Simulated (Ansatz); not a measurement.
# C4H5NO: the cost of one run

The runs use Ansatz 0.2.0, Gaussian basis; the settings change from run to run.

### Step 1. The molecule

The structure was relaxed beforehand with PBE0-D4 in a triple-zeta def2 set.

SMILES `C=C1CN=CO1`, 11 atoms, charge 0, spin multiplicity 1.

Atoms are counted from 1 here; the program's logs count them from 0.

Bond lengths: C1–C2 1.322 Å, C1–H7 1.081 Å, C1–H8 1.081 Å, C2–C3 1.508 Å, C2–O6 1.384 Å, C3–N4 1.460 Å, C3–H9 1.094 Å, C3–H10 1.094 Å, N4–C5 1.258 Å, C5–O6 1.360 Å, C5–H11 1.083 Å. Angles: C2–C1–H7 119.9°, C2–C1–H8 121.3°, H7–C1–H8 118.8°, C1–C2–C3 132.2°, C1–C2–O6 121.9°, C3–C2–O6 105.9°, C2–C3–N4 104.5°, C2–C3–H9 112.5°, C2–C3–H10 112.4°, N4–C3–H9 110.2°, N4–C3–H10 110.1°, H9–C3–H10 107.2°, C3–N4–C5 105.3°, N4–C5–O6 118.8°, N4–C5–H11 126.5°, O6–C5–H11 114.7°, C2–O6–C5 105.4°.

As a file:

```
C    -0.6023   -1.1454    1.3079
C    -0.2534   -0.3351    0.3239
C     1.0143    0.4319    0.0460
N     0.7515    1.1308   -1.2081
C    -0.4202    0.8051   -1.5311
O    -1.1117   -0.0417   -0.7217
H     0.0941   -1.3525    2.1082
H    -1.5778   -1.6116    1.3327
H     1.8836   -0.2229   -0.0626
H     1.2480    1.1519    0.8356
H    -0.9609    1.1325   -2.4103
```

### Step 2. wB97X/aug-cc-pVDZ

Options: atoms shaken by 0.15 Å.

Input file in.yaml:

```yaml
crystal:
  periodic: [false, false, false]
  atoms:
    - {symbol: C, position_ang: [-0.804995, -0.992744, 1.470522]}
    - {symbol: C, position_ang: [-0.337954, -0.228389, 0.115326]}
    - {symbol: C, position_ang: [0.868982, 0.377210, -0.055781]}
    - {symbol: N, position_ang: [0.716952, 1.082054, -1.193693]}
    - {symbol: C, position_ang: [-0.388591, 0.694420, -1.581459]}
    - {symbol: O, position_ang: [-1.059011, -0.011978, -0.630588]}
    - {symbol: H, position_ang: [-0.061600, -1.303932, 2.213705]}
    - {symbol: H, position_ang: [-1.253952, -1.849189, 1.306504]}
    - {symbol: H, position_ang: [1.897926, -0.133825, -0.133533]}
    - {symbol: H, position_ang: [0.859632, 1.531338, 0.754801]}
    - {symbol: H, position_ang: [-1.271535, 0.929810, -2.390914]}
basis:
  gaussian: {orbitals: aug-cc-pVDZ}
hamiltonian: {xc: {name: wB97X}}
```

On the command line:

```console
ansatz run in.yaml --threads 4 --pin off --events-out ev --progress --plain --max-ram 10444MiB
```

**Question.** How long does this run take on 4 threads of Arm Neoverse V2, shared host, and how much memory does it need?

About 4.9 s, with a peak of 0.52 GiB.
